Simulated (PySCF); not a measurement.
Gas-phase reaction: SiF3 + 2 H ⇌ SiHF2 + HF

Energies from PySCF, thermal terms from the rigid-rotor harmonic-oscillator model, ideal gas at 1 bar. † marks an energy on the PBE0/def2-TZVP geometry and frequencies; other levels use their own. MP2 and CCSD(T) freeze the core. Open shells (unrestricted): SiF3 (multiplicity 2), H (multiplicity 2), SiHF2 (multiplicity 2); the rest are closed-shell singlets. SiHF2: computed as isolated molecules; such fragments, hydroxides, amides, oligomers or adducts are transient or little studied in the gas. MP2 isn't extrapolated to the basis-set limit. CCSD(T) isn't extrapolated to the basis-set limit.

```csv
level,"ΔH°(298 K), kJ"
BLYP/def2-TZVP†,-298
CCSD(T)/def2-SVP†,-293
HF/def2-TZVP†,-188
M06-2X/def2-TZVP†,___
MP2/def2-SVP†,___
PBE/def2-SVP,-277
PBE0/def2-TZVP,___
ωB97M-V/def2-TZVP†,___
```

### Question
Some entries are withheld; supply them.

### Answer

- M06-2X/def2-TZVP†, ΔH°(298 K), kJ: -281
- MP2/def2-SVP†, ΔH°(298 K), kJ: -264
- PBE0/def2-TZVP, ΔH°(298 K), kJ: -284
- ωB97M-V/def2-TZVP†, ΔH°(298 K), kJ: -292
